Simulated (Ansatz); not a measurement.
# Osmium, hcp under r²SCAN: testing the Methfessel-Paxton smearing

Aim: find which Methfessel-Paxton smearing width is enough for energy and pressure. The geometry was relaxed under r²SCAN beforehand and stays fixed; 7 values are run, from 0.01 to 1.0 eV. Wanted are the values from which on the energy stays within 10 and 1 meV/atom, and the pressure within 0.5 GPa, of the narrowest run. Within the series other settings stay, but some runs also write fields, which adds to their time. Spin polarisation is left out.

Program: Ansatz 0.2.0. Level of theory: DFT r²SCAN, plane waves with PAW, scalar-relativistic. These are calculated values, not measurements.

### 1 The structure to begin with

The structure is hexagonal, space group P6_3/mmc (No. 194). The conventional cell has a = 2.739 Å, b = 2.739 Å, c = 4.314 Å, α = 90.00°, β = 90.00°, γ = 120.00°. Around Os (site symmetry -6m2) lie 12 Os at 2.67 to 2.74 Å.

As a file:

```cif
data_structure
_symmetry_space_group_name_H-M 'P6_3/mmc'
_symmetry_Int_Tables_number 194
_cell_length_a 2.7394
_cell_length_b 2.7394
_cell_length_c 4.3138
_cell_angle_alpha 90.000
_cell_angle_beta 90.000
_cell_angle_gamma 120.000
_cell_volume 28.03
loop_
_atom_site_label
_atom_site_type_symbol
_atom_site_symmetry_multiplicity
_atom_site_Wyckoff_symbol
_atom_site_fract_x
_atom_site_fract_y
_atom_site_fract_z
_atom_site_occupancy
Os1 Os 2 c 0.33333 0.66667 0.25000 1
```

### 2 With a width of 0.01 eV

The run at 0.01 eV.

input.yaml

```yaml
crystal:
  lattice:
    - [2.7393806551, 0.0, 0.0]
    - [-1.3696903275, 2.3723732379, 0.0]
    - [0.0, 0.0, 4.3138178725]
  atoms:
    - { symbol: Os, position: [0.3333333333, 0.6666666667, 0.25] }
    - { symbol: Os, position: [0.6666666667, 0.3333333333, 0.75] }
hamiltonian:
  xc: r2scan
  pseudopotentials:
    kind: paw
    azcp:
      Os: "pseudopotentials/Os.paw.azcp"
basis:
  ecutwfc: 500
  fft_grid_basis: typed
kpoints:
  mp_grid: { grid: [13, 13, 7], shift: [0, 0, 0] }
magnetization:
  spin_polarized: false
scf:
  occupations: { method: methfessel_paxton, width: 0.01 }
  lower_state_search: "off"
output:
  stress: true
  write_density: true
  write_potential: true
  elf: true
  volumetric_format: npy
```

Command:

```
$ ansatz run input.yaml --threads 2 --pin off --max-ram 5120MiB --backend cpu --events-out ev --progress --plain --runs-dir out
```

### 3 With a width of 0.03 eV

The run at 0.03 eV.

Changes to input.yaml since step 2:

```diff
@@ -22,3 +22,3 @@
 scf:
-  occupations: { method: methfessel_paxton, width: 0.01 }
+  occupations: { method: methfessel_paxton, width: 0.03 }
   lower_state_search: "off"
@@ -26,5 +26 @@
   stress: true
-  write_density: true
-  write_potential: true
-  elf: true
-  volumetric_format: npy
```

### 4 With a width of 0.1 eV

The run at 0.1 eV.

Changes to input.yaml since step 3:

```diff
@@ -22,3 +22,3 @@
 scf:
-  occupations: { method: methfessel_paxton, width: 0.03 }
+  occupations: { method: methfessel_paxton, width: 0.1 }
   lower_state_search: "off"
@@ -26 +26,5 @@
   stress: true
+  write_density: true
+  write_potential: true
+  elf: true
+  volumetric_format: npy
```

### 5 With a width of 0.2 eV

The run at 0.2 eV.

Changes to input.yaml since step 4:

```diff
@@ -22,3 +22,3 @@
 scf:
-  occupations: { method: methfessel_paxton, width: 0.1 }
+  occupations: { method: methfessel_paxton, width: 0.2 }
   lower_state_search: "off"
@@ -26,5 +26 @@
   stress: true
-  write_density: true
-  write_potential: true
-  elf: true
-  volumetric_format: npy
```

### 6 With a width of 0.3 eV

The run at 0.3 eV.

Changes to input.yaml since step 5:

```diff
@@ -22,3 +22,3 @@
 scf:
-  occupations: { method: methfessel_paxton, width: 0.2 }
+  occupations: { method: methfessel_paxton, width: 0.3 }
   lower_state_search: "off"
```

### 7 With a width of 0.6 eV

The run at 0.6 eV.

Changes to input.yaml since step 6:

```diff
@@ -22,3 +22,3 @@
 scf:
-  occupations: { method: methfessel_paxton, width: 0.3 }
+  occupations: { method: methfessel_paxton, width: 0.6 }
   lower_state_search: "off"
```

### 8 With a width of 1.0 eV

The run at 1.0 eV.

Changes to input.yaml since step 7:

```diff
@@ -22,3 +22,3 @@
 scf:
-  occupations: { method: methfessel_paxton, width: 0.6 }
+  occupations: { method: methfessel_paxton, width: 1.0 }
   lower_state_search: "off"
```

(Steps that only read results are left out.)

**Question.** What will these runs give?

As calculated:

| quantity | value |
| --- | --- |
| E(σ → 0) stays within 10 meV/atom of 0.01 eV | up to 1.0 eV |
| E(σ → 0) stays within 1 meV/atom | up to 0.3 eV |
| pressure stays within 0.5 GPa | up to 1.0 eV |
| pressure at 0.01 eV | -0.26 GPa |
| energy of a separate run on a finer mesh (22×22×12) | -1.1 meV/atom from 0.01 eV |

In words: At 1.0 eV the energy differs by -0.7 meV/atom and the pressure by -0.3 GPa. Over the range F shifts by +8.9 meV/atom, while E(σ → 0) shifts by -0.7. This scheme cancels the term in the square of the width, so F moves little up to 0.2 eV. The mesh (13×13×7) is fixed, so the narrowest widths carry a k-point error of their own. The yardstick itself is unsettled by 1.1 meV/atom against the finer mesh, so the thresholds above hold only within this series, and wider smearing, which averages over more states, can land nearer the fine-mesh value than the narrowest does.
